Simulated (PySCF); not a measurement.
Species: CFCl3.
SMILES: `FC(Cl)(Cl)Cl`

The closed-shell ground state was solved at several levels (PySCF, density fitting, gas phase, non-relativistic). Geometry: GFN2-xTB; no solvent, vibrations or thermal averaging.

```csv
level,basis functions,total energy (Eh),HOMO (eV),LUMO (eV),gap (eV),dipole (D)
B97-D/def2-QZVP,324,-1518.6768,-7.73,-2.47,5.26,0.29
OPBE/def2-QZVP,324,-1518.5478,-7.75,-2.42,5.33,0.23
LDA/def2-QZVP,324,-1513.3053,-7.85,-2.69,5.16,0.34
PW91/MINI,37,-1510.7601,-8.39,-3.10,5.29,0.01
X3LYP/MINI,37,-1510.6936,-9.61,-2.06,7.55,0.11
KT2/def2-QZVP,324,-1530.8624,-7.82,-2.69,5.13,0.31
PBE/def2-QZVP,324,-1517.9893,-7.72,-2.50,5.22,0.29
BLYP/def2-QZVP,324,-1518.6606,-7.56,-2.41,5.15,0.33
KT3/def2-QZVP,324,-1529.7203,-7.87,-2.66,5.21,0.30
HF/def2-QZVP,324,-1515.9108,-12.61,2.55,15.16,0.51
BP86/def2-QZVP,324,-1518.8176,-7.81,-2.60,5.21,0.29
```

Task: What might B3LYP/def2-QZVP (324 basis functions) give for the same quantities?

Result: Total energy -1518.7205 Eh, HOMO -8.90 eV, LUMO -1.72 eV, gap 7.18 eV, dipole 0.39 D.

Task: Over all these levels, which gives the widest orbital gap and which the narrowest?

Result: HF/def2-QZVP (Hartree–Fock, all exact exchange) has the widest, 15.16 eV, and KT2/def2-QZVP (GGA) the narrowest, 5.13 eV. The two share the basis. From the narrowest to the widest the HOMO moves by -4.79 eV and the LUMO by +5.24 eV.

Task: In the def2-QZVP basis, how does the gap go with the fixed share of exact exchange?

Result: KT2 (0 %) 5.13 eV; BLYP (0 %) 5.15 eV; LDA (0 %) 5.16 eV; BP86 (0 %) 5.21 eV; KT3 (0 %) 5.21 eV; PBE (0 %) 5.22 eV; B97-D (0 %) 5.26 eV; OPBE (0 %) 5.33 eV; B3LYP (20 %) 7.18 eV; HF (100 %) 15.16 eV. Each rise in the share widens the gap here.

Task: How far do the dipole and the HOMO energy spread over the levels?

Result: The dipole runs from 0.01 to 0.51 D (mean 0.28 D) and the HOMO from -12.61 to -7.56 eV.

Note: B97-D ran without an empirical dispersion term, which enters the total energy and its gradient alone.
